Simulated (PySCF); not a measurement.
Species: C3H2N2.
SMILES with atom numbers: `[N:1]#[C:2][C@H:3]1[CH:4]=[N:5]1` (hydrogens: H6 on C3; H7 on C4)

Structure used (PBE0-D3(BJ)/def2-SVP), in Å, numbered top down from 1:
```xyz
7
C3H2N2 angstrom
N      2.3759   -0.4548    0.1933
C      1.3022   -0.0349    0.0827
C     -0.0319    0.4926   -0.0802
C     -1.2037   -0.3626    0.0073
N     -1.0325    0.2945    1.0528
H     -0.0775    1.4507   -0.6123
H     -1.8697   -1.1094   -0.4299
```

The closed-shell ground state was solved at several levels (PySCF, density fitting, gas phase, non-relativistic).

```tsv
level	basis functions	total energy (Eh)	HOMO (eV)	LUMO (eV)	gap (eV)	dipole (D)
B3LYP/pcJ-1	155	-224.9249	-8.36	-1.80	6.56	4.36
PBE0/pcSseg-1	95	-224.6308	-8.62	-1.55	7.07	4.36
mPW1PW91/pcSseg-2	208	-224.9403	-8.66	-1.68	6.98	4.40
```

Q: Estimate the row for wB97X-D/def2-SVPD, a basis of 116 functions; the other rows only guide the guess.

A: Total energy -224.6759 Eh, HOMO -10.54 eV, LUMO 0.25 eV, gap 10.79 eV, dipole 4.40 D.

Q: Over all these levels, which gives the widest orbital gap and which the narrowest?

A: wB97X-D/def2-SVPD (range-separated hybrid) has the widest, 10.79 eV, and B3LYP/pcJ-1 (global hybrid, 20 % exact exchange) the narrowest, 6.56 eV. Functional and basis both differ between the two, so the spread mixes both effects.

Q: How far do the dipole and the HOMO energy spread over the levels?

A: The dipole runs from 4.36 to 4.40 D (mean 4.38 D) and the HOMO from -10.54 to -8.36 eV.

wB97X-D is run here without its empirical dispersion term; that term would change no orbital, density or response property at a fixed geometry.
